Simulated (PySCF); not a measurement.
A single Li atom.

Basis set: cc-pCVTZ (spherical functions). All electrons are correlated. Charge -1, multiplicity 1.

Starred EOM-CCSD(T)(a) on the restricted Hartree–Fock determinant with PySCF 2.14.0; the energies are vertical.

Q: The solver was asked for the few lowest roots only. Give the ionization energies of singlet Li(-) among them whose weight of singles is over 0.7.

A:

| root | energy (eV) | weight of singles |
| --- | --- | --- |
| 1 | 0.48 | 0.95 |

Higher main lines weren't sought. Caution: no diffuse functions for an anion.
